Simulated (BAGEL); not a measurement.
# One shape, several levels: doublet [P2]+

Aim: a comparison of 6 runs (UHF/3-21G, ROHF/6-31G*, UHF/6-31G*, ROHF/def2-TZVPPD, UHF/def2-TZVPPD, CASPT2(9,8)/6-31G*) of doublet [P2]+. 

The calculation is run with BAGEL 1.2.2.

1 further run of the same task is left out (set aside as unsound or not needed). Runs told in other sessions of the task aren't counted.

## 1. Starting point

[P2]+ has 2 atoms, charge +1, and is taken as a doublet. SMILES of the parent species: `P#P`. The bond length is the one measured for the parent species. That shape belongs to the parent species and isn't relaxed for this state.

Bond lengths: P1–P2 1.893 Å.

## 2. A single-point energy at UHF/3-21G (density fitting with qzvpp-jkfit) (run 1)

The input, input.json:

```json
{ "bagel" : [

{
  "title" : "molecule",
  "basis" : "3-21g",
  "df_basis" : "qzvpp-jkfit",
  "angstrom" : true,
  "geometry" : [
    { "atom" : "P", "xyz" : [    0.000000,    0.000000,    0.000000 ] },
    { "atom" : "P", "xyz" : [    0.000000,    0.000000,    1.893400 ] }
  ]
},
{ "title" : "uhf", "charge" : 1, "nopen" : 1 },
{ "title" : "print", "file" : "orbitals.molden", "orbitals" : true }

]}
```

On the command line:

```bash
$ BAGEL_NUM_THREADS=1 BAGEL input.json > input.out
```

What it wrote:

```text
* using 1 threads per process

  ===============================================================
  ===============================================================

  *** Geometry ***

  { "atom" : "P", "xyz" : [      0.000000,      0.000000,      0.000000 ] },
  { "atom" : "P", "xyz" : [      0.000000,      0.000000,      3.578007 ] },

  Number of auxiliary basis functions:      256

  Since a DF basis is specified, we compute 2- and 3-index integrals:
    o Being stored without compression. Storage requirement is 0.001 GB

  Number of basis functions:       26
  Number of electrons      :       30

    * METHOD: MOLECULE                             0.04

  *** Open-shell HF ***

  === Nuclear Repulsion ===
    62.8841620369

      * DIIS with orbital gradients will be used.

  === UHF iteration (3-21g) ===
      0       -677.57048215          0.01801665           0.01
      1       -677.59887506          0.00264272           0.01
      2       -677.60033812          0.00033867           0.01
      3       -677.60055431          0.00018117           0.01
      4       -677.60059917          0.00008730           0.01
      5       -677.60060223          0.00000558           0.01
      6       -677.60060224          0.00000071           0.01
      7       -677.60060224          0.00000010           0.01
      8       -677.60060224          0.00000001           0.01
      9       -677.60060224          0.00000000           0.01
    * SCF iteration converged.

    * S^2 (UHF) is 0.7761

    * Permanent dipole moment:
           (   -0.000000,     0.000000,     0.000000) a.u.

    * METHOD: UHF                                  0.11

    * METHOD: PRINT                                0.00

  ===============================================================
```

Run time: 0.28 s. Hardware: 1 thread of Arm Neoverse V1, shared host.

## 3. The energy at ROHF/6-31G(d) (density fitting with qzvpp-jkfit, spherical functions) (run 2)

The input, input.json:

```json
{ "bagel": [

{
  "title": "molecule",
  "basis": "6-31gs.json",
  "df_basis": "qzvpp-jkfit",
  "angstrom": true,
  "geometry": [
    { "atom": "P", "xyz": [       0.000000,       0.000000,       0.000000 ] },
    { "atom": "P", "xyz": [       0.000000,       0.000000,       1.893400 ] }
  ]
},

{
  "title": "rohf",
  "charge": 1,
  "nopen": 1
},

{
  "title": "print",
  "file": "orbitals.molden",
  "orbitals": true
}

]}
```

The basis set 6-31G* is read from a file made from the Basis Set Exchange's data (not shown).

On the command line:

```bash
$ BAGEL_NUM_THREADS=1 BAGEL input.json > input.out
```

What it wrote:

```text
* using 1 threads per process

  ===============================================================
  ===============================================================

  *** Geometry ***

  { "atom" : "P", "xyz" : [      0.000000,      0.000000,      0.000000 ] },
  { "atom" : "P", "xyz" : [      0.000000,      0.000000,      3.578007 ] },

  Number of auxiliary basis functions:      256

  Since a DF basis is specified, we compute 2- and 3-index integrals:
    o Being stored without compression. Storage requirement is 0.003 GB

  Number of basis functions:       36
  Number of electrons      :       30

    * METHOD: MOLECULE                             0.05

  *** Open-shell HF ***

  === Nuclear Repulsion ===
    62.8841620369

      * DIIS with orbital gradients will be used.

  === ROHF iteration (6-31gs.json) ===
      0       -681.01607965          0.01389441           0.02
      1       -681.03639576          0.00391519           0.02
      2       -681.03745298          0.00151221           0.02
      3       -681.03761573          0.00061663           0.02
      4       -681.03765826          0.00011165           0.02
      5       -681.03767073          0.00003316           0.02
      6       -681.03767191          0.00000286           0.02
      7       -681.03767219          0.00000074           0.02
      8       -681.03767222          0.00000009           0.02
      9       -681.03767223          0.00000002           0.02
     10       -681.03767223          0.00000000           0.02
    * SCF iteration converged.

    * S^2 (ROHF) is 0.7500

    * Permanent dipole moment:
           (   -0.000000,     0.000000,    -0.000000) a.u.

    * METHOD: ROHF                                 0.21

    * METHOD: PRINT                                0.00

  ===============================================================
```

Wall time 0.38 s (1 thread of Arm Neoverse V1, shared host).

## 4. The energy at UHF/6-31G(d) (density fitting with qzvpp-jkfit, spherical functions) (run 3)

The input, calc.json:

```json
{ "bagel" : [

{
  "title" : "molecule",
  "basis" : "6-31gs.json",
  "df_basis" : "qzvpp-jkfit",
  "angstrom" : true,
  "geometry" : [
    { "atom" : "P", "xyz" : [    0.000000,    0.000000,    0.000000 ] },
    { "atom" : "P", "xyz" : [    0.000000,    0.000000,    1.893400 ] }
  ]
},
{
  "title" : "uhf",
  "charge" : 1,
  "nopen" : 1
},
{
  "title" : "print",
  "file" : "orbitals.molden",
  "orbitals" : true
}

]}
```

The basis set 6-31G* is read from a file made from the Basis Set Exchange's data (not shown).

On the command line:

```bash
$ BAGEL_NUM_THREADS=1 BAGEL calc.json > calc.out
```

What it wrote:

```text
* using 1 threads per process

  ===============================================================
  ===============================================================

  *** Geometry ***

  { "atom" : "P", "xyz" : [      0.000000,      0.000000,      0.000000 ] },
  { "atom" : "P", "xyz" : [      0.000000,      0.000000,      3.578007 ] },

  Number of auxiliary basis functions:      256

  Since a DF basis is specified, we compute 2- and 3-index integrals:
    o Being stored without compression. Storage requirement is 0.003 GB

  Number of basis functions:       36
  Number of electrons      :       30

    * METHOD: MOLECULE                             0.05

  *** Open-shell HF ***

  === Nuclear Repulsion ===
    62.8841620369

      * DIIS with orbital gradients will be used.

  === UHF iteration (6-31gs.json) ===
      0       -681.01607965          0.01389441           0.02
      1       -681.04317665          0.00380438           0.02
      2       -681.04572423          0.00126745           0.02
      3       -681.04614978          0.00043338           0.02
      4       -681.04628105          0.00005672           0.02
      5       -681.04628531          0.00002006           0.02
      6       -681.04628572          0.00000596           0.02
      7       -681.04628574          0.00000201           0.02
      8       -681.04628574          0.00000015           0.02
      9       -681.04628574          0.00000004           0.02
     10       -681.04628574          0.00000001           0.02
    * SCF iteration converged.

    * S^2 (UHF) is 0.7815

    * Permanent dipole moment:
           (   -0.000000,     0.000000,    -0.000000) a.u.

    * METHOD: UHF                                  0.21

    * METHOD: PRINT                                0.00

  ===============================================================
```

Run time: 0.38 s. Hardware: 1 thread of Arm Neoverse V1, shared host.

Runs 4 to 5 aren't shown in full; the table further down has their settings and results.

## 5. The energy at CASPT2(9,8)/6-31G(d) (density fitting with qzvpp-jkfit, spherical functions) (run 6)

The input, job.json:

```json
{ "bagel": [

{
  "title": "molecule",
  "basis": "6-31gs.json",
  "df_basis": "qzvpp-jkfit",
  "angstrom": true,
  "geometry": [
    { "atom": "P", "xyz": [       0.000000,       0.000000,       0.000000 ] },
    { "atom": "P", "xyz": [       0.000000,       0.000000,       1.893400 ] }
  ]
},

{ "title": "hf", "charge": 2 },

{ "title": "casscf", "nstate": 1, "nact": 8, "nclosed": 10, "charge": 1, "nspin": 1, "maxiter": 200, "natocc": true },

{ "title": "print", "file": "orbitals.molden", "orbitals": true },

{ "title": "smith", "method": "caspt2", "ms": true, "xms": true, "sssr": true, "shift": 0.0, "ncore": 10 }

]}
```

The basis set 6-31G* is read from a file made from the Basis Set Exchange's data (not shown).

On the command line:

```bash
$ BAGEL_NUM_THREADS=1 BAGEL job.json > job.out
```

What it wrote:

```text
* using 1 threads per process

  ===============================================================
  ===============================================================

  *** Geometry ***

  { "atom" : "P", "xyz" : [      0.000000,      0.000000,      0.000000 ] },
  { "atom" : "P", "xyz" : [      0.000000,      0.000000,      3.578007 ] },

  Number of auxiliary basis functions:      256

  Since a DF basis is specified, we compute 2- and 3-index integrals:
    o Being stored without compression. Storage requirement is 0.003 GB

  Number of basis functions:       36
  Number of electrons      :       30

    * METHOD: MOLECULE                             0.05

  *** RHF ***

  === Nuclear Repulsion ===
    62.8841620369

      * DIIS with orbital gradients will be used.

[... 6 lines left out ...]
    * SCF iteration converged.
[... 1 line left out ...]
    * Permanent dipole moment:
[... 22 lines left out ...]
    * Second-order optimization converged. *
[... 11 lines left out ...]
     * ci vector, state   0, <S^2> = 0.7500
[... 9 lines left out ...]
    * METHOD: CASSCF                               0.92

    * METHOD: PRINT                                0.00

  === SMITH program ===

    * freezing 10 orbitals

    * Approximate memory requirement for SMITH calulation per MPI process:
      o Storage requirement for T-amplitude, lambda, and residual is 0.00 GB
      o Storage requirement for MO integrals is 0.00 GB
    * Calculating and saving rdm4f

    * Zeroth order energy : state  0       -7.0792374692

    * CASPT2 iteration is performed using redundant basis

      ---- iteration ----

        0    -0.11438493     0.00565267      0.06
        1    -0.11484660     0.00035911      0.12
        2    -0.11484978     0.00003102      0.12
        3    -0.11484980     0.00000309      0.12
        4    -0.11484980     0.00000027      0.12

      -------------------

    * CASPT2 energy : state  0     -681.2698048143
        reference weight              0.9462629191

    * METHOD: SMITH                                1.73

  ===============================================================
```

Wall time 2.9 s (1 thread of Arm Neoverse V1, shared host); peak memory 0.24 GiB.

## 6. Overview of the runs

```tsv
run	level	iteration cap	active rule	energy (Eh)	⟨S²⟩	wall time
1	UHF/3-21G (density fitting with qzvpp-jkfit)	–	–	-677.600602	0.776	0.28 s
2	ROHF/6-31G* (density fitting with qzvpp-jkfit, spherical functions)	–	–	-681.037672	0.750	0.38 s
3	UHF/6-31G* (density fitting with qzvpp-jkfit, spherical functions)	–	–	-681.046286	0.781	0.38 s
4	ROHF/def2-TZVPPD (density fitting with qzvpp-jkfit)	–	–	-681.101170	0.750	1.1 s
5	UHF/def2-TZVPPD (density fitting with qzvpp-jkfit)	–	–	-681.110736	0.786	0.99 s
6	CASPT2(9,8)/6-31G* (density fitting with qzvpp-jkfit, spherical functions)	200	valence	-681.269805	–	2.9 s
```

## 7. Outcome

| quantity | value |
| --- | --- |
| run 6: total energy | -681.26980 Eh |

All runs together took 6 s, the longest 2.9 s.
